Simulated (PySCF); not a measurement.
**Working out the ionisation energy of S**

S [Ne] 3s2 3p4 (3P) → S⁺ [Ne] 3s2 3p3 (4S). Calculation: PySCF 2.14, in aug-cc-pV(D+d)Z (5s4p3d, 32 functions); the non-relativistic Hamiltonian (point nucleus). Frozen: [Ne]. Energies in hartree (1 hartree = 27.21139 eV):

| part | S (lower) | S⁺ (upper) |
| --- | --- | --- |
| UHF | -397.498974 | -397.159772 |
| CCSD correlation | -0.113320 | -0.092148 |
| (T) | -0.002253 | -0.001363 |

Q: What does Hartree-Fock give?

A: (-397.159772) − (-397.498974) = 0.339202 hartree = 9.230 eV.

Q: What do CCSD and CCSD(T) give?

A: The CCSD correlation energies differ by 0.021172 hartree = 0.576 eV and the triples by 0.000890 hartree = 0.024 eV, so CCSD gives 9.806 eV and CCSD(T) 9.830 eV.

Measured between the centres of the two terms (NIST): 10.336 eV, so CCSD(T) (valence) is off by -0.506 eV.

What remains against the reference includes basis incompleteness, the frozen core and higher excitations.
